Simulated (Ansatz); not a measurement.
**SiHCl2 (SMILES Cl[SiH]Cl): the vertical ionisation energy from total energies**

SiHCl2 has 4 atoms, charge 0, and is taken as a doublet. SMILES: `Cl[SiH]Cl`. The shape is that of a PBE0-D4/def2-TZVP optimisation.

```
atom    x (Å)    y (Å)    z (Å)
  Cl  -1.6466   0.1778   0.8894
  Si   0.1876  -0.4142   0.2000
  Cl   0.2509  -0.2813  -1.8417
   H   1.2082   0.5177   0.7524
```

Both states at this one shape; open shells run unrestricted unless said. 1 Eh = 27.2114 eV.

```tsv
level	program	doublet SiHCl2 (Eh)	singlet [SiHCl2]+ (Eh)
UCAM-B3LYP/STO-3G	Ansatz	-1197.103783	-1196.817234
UB2PLYP/STO-3G, 15 core orbitals frozen	Ansatz	-1196.683506	-1196.413599
```

Question: Work out the vertical ionisation energy at each level.

Answer: 
1. UCAM-B3LYP/STO-3G: -1196.817234 − (-1197.103783) = 0.286549 Eh = 7.80 eV.
2. UB2PLYP/STO-3G: -1196.413599 − (-1196.683506) = 0.269907 Eh = 7.34 eV.

No measured value is set beside it here; the levels span 7.34 to 7.80 eV. Minimal sets are far from the basis-set limit.
